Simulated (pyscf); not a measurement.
This saddle point was located with ωB97X-D3(BJ)/def2-SVP in PySCF.

```xyz
7

F     -1.3288     1.7287    -0.3463
Ge    -0.1458     0.4965    -0.6936
F      1.2232     0.9641     0.2781
N     -0.7710    -1.1095     0.1997
H     -0.3018    -1.0106    -1.2860
H     -0.2475    -1.5580     0.9558
H     -1.7756    -1.2552     0.3209
```
Charge 0, spin multiplicity 1.

Surface: singlet, charge 0. Lowest wavenumbers (cm⁻¹): 1505i, 79, 200, 220, 271.

**Question.** Name the species on either side of this saddle.

**Answer.** `[F][Ge][F]` [singlet] + `[NH3]` ⇌ `[NH2][GeH]([F])[F]`, an insertion read from left to right: H–N broken and Ge–N, Ge–H formed. At CCSD(T)/def2-TZVPP + ΔMP2(QZVPP) it lies +189.6 kJ/mol from the left side and +252.3 kJ/mol from the right (each side as separated species at their lowest minima found). On the reactant side the descent ends in an adduct with a Ge–N contact, 93.5 kJ/mol under the separated species and 283.6 kJ/mol under the saddle at ωB97X-D3(BJ)/def2-TZVP. What is counted as formed (Ge–N) is already present as a longer contact in the reactant adduct; forming that adduct is a step of its own. This is the saddle that the search found; another between the same sides may lie lower. The CCSD(T) − MP2 part came from Ansatz, without density fitting, on the same reference. The frozen core leaves the outer d or s,p core shells of the metals and heavy elements correlated in the MP2 and CC values, and def2-TZVPP describes them poorly, which can shift differences by a few kcal/mol. Elements up to Kr have no core potential and no relativistic terms here.
